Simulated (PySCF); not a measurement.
# CCl2: g tensor and hyperfine couplings

Compound: CCl2 (triplet state).
Bonds: Cl1–C2, C2–Cl3.

The species is `Cl[C]Cl` [triplet].

Method used: UKS B3LYP, IGLO-III on C Cl, non-relativistic, mean-field spin-orbit, GIAO (PySCF 2.14.0). Isolated species at its PBE0-D3(BJ)/def2-SVP geometry, gas phase. This triplet need not be the ground state; the singlet was not compared here.

| Property | Result |
| --- | --- |
| g1, g2, g3 | 2.00269, 2.00577, 2.00688 |
| g_iso | 2.00511 |
| Form of g | rhombic: the two nearest values differ by 27 % of g3 − g1 |
| ⟨S²⟩ | 2.0077 (exact 2.0000) |
| HOMO–LUMO gap, α and β orbitals | 5.69, 5.73 eV |

Isotropic coupling and dipolar principal values T1 to T3, in mT; ρ(0) is the spin density at the nucleus (MHz turned into mT with g_iso):

```csv
atom,isotope,a_iso,of which spin–orbit,T1,T2,T3,Mulliken spin population,ρ(0) (bohr⁻³)
Cl1,35Cl,0.79,0.00,-1.07,0.27,0.80,0.23,0.1005
C2,13C,15.81,0.01,-2.41,0.24,2.17,1.55,0.7890
Cl3,35Cl,0.79,0.00,-1.07,0.27,0.80,0.23,0.1005
```

The Mulliken spin populations are largest on C2 (+1.55), Cl1 (+0.23) and Cl3 (+0.23). Three atoms exceed +0.15.

Axes: g3 is normal to the molecular plane.

The 13C coupling of C2 (443.8 MHz) shows only in satellite lines or after enrichment, since that isotope makes up about 1.07 % of natural carbon.

The run took 29 s (with the writing of density and orbital grids) on one thread, Arm Neoverse N1 (aarch64) (shared host), and the process peaked at 0.39 GiB of memory.
